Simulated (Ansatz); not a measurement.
Relaxation of BFH$_{3}$O (6 atoms, charge 0, multiplicity 2), to a largest force component of 0.03 eV/Å in at most 50 steps.

These are results of UKS PBE0/def2-SVP (Ansatz), not measurements.

```xyz
6
Properties=species:S:1:pos:R:3
B 0.135 -0.388 -0.427
F 0.234 -0.332 2.096
H 1.057 0.389 -0.490
O -1.113 0.031 -0.120
H -1.774 -0.668 -0.184
H -0.460 0.121 1.688
```

Task: Where does it end, and by what steps?

Result: The run converged. After 15 steps the energy has fallen by 0.094 eV; B1 moved furthest, 0.62 Å.

| step | energy less start (eV) | largest force component (eV/Å) | accepted |
| --- | --- | --- | --- |
| 0 | 0.0000 | 0.309 | yes |
| 1 | -0.0194 | 0.154 | yes |
| 2 | -0.0158 | 0.851 | no |
| 3 | -0.0291 | 0.142 | yes |
| 4 | -0.0417 | 0.319 | yes |
| 5 | -0.0519 | 0.384 | yes |
| 6 | -0.0433 | 0.517 | no |
| 7 | -0.0699 | 0.166 | yes |
| 8 | -0.0737 | 0.442 | yes |
| 9 | -0.0879 | 0.129 | yes |
| 10 | -0.0911 | 0.043 | yes |
| 11 | -0.0921 | 0.143 | yes |
| 12 | -0.0932 | 0.139 | yes |
| 13 | -0.0934 | 0.170 | yes |
| 14 | -0.0938 | 0.043 | yes |
| 15 | -0.0939 | 0.011 | yes |

```xyz
6
Properties=species:S:1:pos:R:3
B -0.014 -0.064 -0.929
F 0.005 -0.049 2.586
H 1.134 0.232 -0.696
O -0.885 -0.291 0.067
H -1.781 -0.520 -0.211
H -0.380 -0.155 1.746
```

The run took 20 s on 2 threads of Arm Neoverse V1 (shared host), peak memory 0.14 GiB.
